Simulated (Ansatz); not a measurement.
Process, species as SMILES: [C](=O)O → O[C-]=O (an electron is taken up)
B3LYP-D3(BJ)/def2-TZVP geometries, fixed; electronic energies without zero-point terms; positive where energy is released.

Effect of a fitting basis named in the input at r2SCAN/def2-TZVPP with Ansatz (an electronic-structure program), against the last row, where the adiabatic electron affinity is 0.99 eV. Species with rotatable bonds are taken in one conformer. Open shells are unrestricted. The default fits or decomposes integrals by the program's own choice; accuracy: high also tightens integrals, grids and stops.

```json
[
 {"setting": "fitting: def2-SV(P)-JKFIT", "largest shift of a total energy (mEh)": "-0.052", "shift of the adiabatic electron affinity (eV)": "0.000"},
 {"setting": "fitting: def2-universal-JKFIT", "largest shift of a total energy (mEh)": "-0.052", "shift of the adiabatic electron affinity (eV)": "0.000"},
 {"setting": "fitting: cc-pVTZ-JKFIT", "largest shift of a total energy (mEh)": "-0.025", "shift of the adiabatic electron affinity (eV)": "0.000"},
 {"setting": "fitting: cc-pVQZ-JKFIT", "largest shift of a total energy (mEh)": "-0.009", "shift of the adiabatic electron affinity (eV)": "0.000"},
 {"setting": "fitting: cc-pV5Z-JKFIT", "largest shift of a total energy (mEh)": "-0.006", "shift of the adiabatic electron affinity (eV)": "0.000"},
 {"setting": "fitting: def2-universal-JFIT", "largest shift of a total energy (mEh)": "-0.152", "shift of the adiabatic electron affinity (eV)": "0.001"},
 {"setting": "accuracy: high", "largest shift of a total energy (mEh)": "0.002", "shift of the adiabatic electron affinity (eV)": "0.000"},
 {"setting": "accuracy: medium (default)", "largest shift of a total energy (mEh)": "0.000", "shift of the adiabatic electron affinity (eV)": "0.000"}
]
```

Within 0.002 eV in the adiabatic electron affinity: fitting: def2-SV(P)-JKFIT; fitting: def2-universal-JKFIT; fitting: cc-pVTZ-JKFIT; fitting: cc-pVQZ-JKFIT; fitting: cc-pV5Z-JKFIT; fitting: def2-universal-JFIT; accuracy: high. The largest shift is 0.152 mEh in a total energy and 0.001 eV in the difference.
